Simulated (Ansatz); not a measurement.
in.yaml

```yaml
crystal:
  periodic: [false, false, false]
  atoms:
    - {symbol: Al, position_ang: [0.000000, -0.153504, 1.308389]}
    - {symbol: Al, position_ang: [0.000000, 0.153504, -1.308389]}
    - {symbol: H, position_ang: [0.000000, 1.143898, 2.282516]}
    - {symbol: H, position_ang: [0.000000, -1.143898, -2.282516]}
basis:
  gaussian: {orbitals: STO-3G}
correlation: {active_space: {ras: {orbitals: [4, 0, 6], electrons: 8, max_holes: 2, max_particles: 2}, fixed_orbitals: true}}
output: {forces: true}
```

```sh
$ ansatz run in.yaml --threads 1 --pin off --events-out ev --progress --plain --max-ram 2393MiB
```

Log:

```
209 factors; integrals over basis functions are off by at most 1.5e-4 eV
mean field evaluation 1: about -13033.4036 eV, gradient 1.4e1 eV
mean field evaluation 2: about -13033.4133 eV, gradient 1.4e1 eV
mean field evaluation 4: about -13034.7205 eV, gradient 6.3e-1 eV
mean field evaluation 8: about -13034.7225 eV, gradient 2.0e-6 eV
mean field -13034.72253340 eV, -479.0172178502 hartree, gradient 1.0e-6 eV, S^2 0.000000; 0 other end points of the search recorded, 0 dependent functions left out
reference -13034.72253340 eV, -479.0172178502 hartree; 14, 14 occupied and 6, 6 virtual orbitals, 209 factors
state -13037.07185043 eV, -479.1035536588 hartree
the calculation of the forces begins
Total energy: -13037.07185043 eV, -479.1035536588 hartree
Atom 0 at     0.000000    -0.153504     1.308389 Å, force     0.000000     0.632663    -0.136587 eV/Å
Atom 1 at     0.000000     0.153504    -1.308389 Å, force     0.000000    -0.632663     0.136587 eV/Å
Atom 2 at     0.000000     1.143898     2.282516 Å, force    -0.000000    -0.785379    -0.861847 eV/Å
Atom 3 at     0.000000    -1.143898    -2.282516 Å, force    -0.000000     0.785379     0.861847 eV/Å
Dipole moment:    -0.000000     0.000000     0.000000 e Å
```

Forces (eV/Å):
```
Al   0.000  0.633 -0.137
Al   0.000 -0.633  0.137
H    0.000 -0.785 -0.862
H    0.000  0.785  0.862
```

Ran on 1 thread of Arm Neoverse V2, shared host: 0.12 s wall, 0.06 GiB peak host memory.
